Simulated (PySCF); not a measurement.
# Löwdin shares of the frontier orbitals

C₅H₃N.
Structure used (GFN2-xTB), in Å, numbered top down from 1:
```xyz
9
C5H3N angstrom
C      2.534    0.373   -0.162
C      1.372    0.078   -0.069
C      0.016   -0.267    0.046
C     -0.912    0.116   -0.845
C     -2.263   -0.241   -0.714
N     -3.369   -0.531   -0.612
H      3.549    0.629   -0.235
H     -0.256   -0.867    0.905
H     -0.658    0.717   -1.708
```

Method: TDDFT PBE0/def2-SVPD, vertical, gas phase, core orbitals frozen in the response in PySCF 2.14.0, density-fitted response routines.

Kohn–Sham orbitals with the atoms that hold most of them (Löwdin shares over 4%, at most four atoms; ? is withheld):

| orbital | ε (eV) | atoms |
| --- | --- | --- |
| HOMO-3 | -10.08 | C2 24%, N6 21%, C1 17%, C5 17% |
| HOMO-2 | -9.96 | N6 49%, C5 38%, C4 7% |
| HOMO-1 | -8.86 | ? |
| HOMO | ? | C1 23%, C4 19%, C2 18%, C3 14% |
| LUMO | -2.49 | ? |
| LUMO+1 | 0.19 | C1 25%, C2 22%, C3 13%, C5 10% |
| LUMO+2 | 0.48 | N6 19%, C5 17%, C2 17%, C1 16% |

Task: Which atoms hold the LUMO, and with what shares?

Result: C3 (bonded to 2 C and H) 24%; C4 (bonded to 2 C and H) 22%; C1 (bonded to C and H) 14%; N6 (bonded to C) 12%. By element: carbon 60% or more, nitrogen 12%.

Task: Which atoms hold the HOMO-1, and with what shares?

Result: C1 (bonded to C and H) 43%; C2 (bonded to 2 C) 41%; C3 (bonded to 2 C and H) 7%; H7 (bonded to C) 4%. By element: carbon 90% or more, hydrogen 4% or more.

Task: What is the HOMO energy, and the HOMO–LUMO gap?

Result: ε(HOMO) = -7.83 eV; the gap is 5.35 eV (0.1965 hartree).

Task: How does S1 compare with the orbital gap of 5.35 eV?

Result: S1 is at 4.74 eV (f = 0.0000), 0.60 eV below the gap, made of HOMO-1→LUMO (98%). Its leading pair isn't HOMO and LUMO; the energies of that pair differ by 6.37 eV. Without the coupling terms of the response equations the lowest excitation would equal the gap.

Task: One configuration dominates each of S1, S2, S3 and S4. Which, and how do the shares of the two leading atoms of either orbital change from the occupied to the empty one?

Result: 
- S1 (4.74 eV, f 0.0000), HOMO-1→LUMO (98%): C1 43% → 14%, C2 41% → at most 12%, C3 7% → 24%, C4 at most 4% → 22%
- S2 (5.04 eV, f 0.516), HOMO→LUMO (92%): C1 23% → 14%, C4 19% → 22%, C3 14% → 24%
- S3 (5.86 eV, f 0.0000), HOMO-2→LUMO (97%): N6 49% → 12%, C5 38% → at most 12%, C3 at most 4% → 24%, C4 7% → 22%
- S4 (6.37 eV, f 0.0000), HOMO→LUMO+1 (82%): C1 23% → 25%, C4 19% → at most 10%, C2 18% → 22%

Rough CPU time on one thread of a shared machine: about 30 s (grids of density and orbitals included).
